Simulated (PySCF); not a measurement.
## Static response to an electric field

Compound: formaldehyde, CH2O.
Cartesian coordinates in Å at the GFN2-xTB level; atoms count from 1:
```xyz
4
CH2O angstrom
C      0.003    0.001   -0.006
O      1.177   -0.209   -0.015
H     -0.748   -0.806    0.004
H     -0.421    1.019   -0.006
```

Level: wB97X-D/def2-SVPD (PySCF), static field, nuclei fixed, core orbitals frozen in the response. The polarisability tensor in these axes (au):

```
x   21.48 -0.78 -0.07
y   -0.78 17.27 -0.01
z   -0.07 -0.01 12.64
```

Task: What are the eigenvalues, a third of the trace, and Δα (Δα² = ½Σ(αi − αj)² over the three pairs)?

Result: Principal values 12.64, 17.14 and 21.62 au; mean 17.13 au = 2.54 Å³ = 2.82 × 10⁻⁴⁰ C²·m²/J; Δα = 7.78 au (45 % of the mean).

Task: What is the dipole moment, and where does it point?

Result: (-2.43, 0.43, 0.02) D, 2.47 D in size, pointing from the negative to the positive side. Measured along this direction, the outermost atoms are O2 at the negative end and H3 and H4 at the positive end.

Task: What molar refraction does this α imply?

Result: Lorentz–Lorenz: R = (4π/3)N_A α = 2.5225 cm³/(mol·Å³) × 2.54 Å³ = 6.4 cm³/mol, in the limit of long wavelengths.

Task: Form Σ f/ω² (atomic units) for the 8 lowest TDDFT singlets, given as eV and f, and set it beside the mean polarisability, which is this sum over all singlets: 4.09, 0.0000; 7.71, 0.0287; 9.20, 0.0693; 9.26, 0.1162; 9.37, 0.0003; 9.80, 0.0000; 9.85, 0.1037; 10.38, 0.0000.

Result: They add up to 2.76 au, 16.1 % of the 17.13 au; the largest single term is 1.00 au, from the state at 9.26 eV. Terms in order: 0.00, 0.36, 0.61, 1.00, 0.00, 0.00, 0.79, 0.00 au. Higher excitations give the rest. The strengths listed sum to 0.318.

Task: Rayleigh depolarisation ratio (linearly polarised light, static tensor)?

Result: ρ = 3Δα²/(45ᾱ² + 4Δα²) = 181.4/(13208 + 241.9) = 0.0135.

Isolated species at its GFN2-xTB geometry, gas phase.
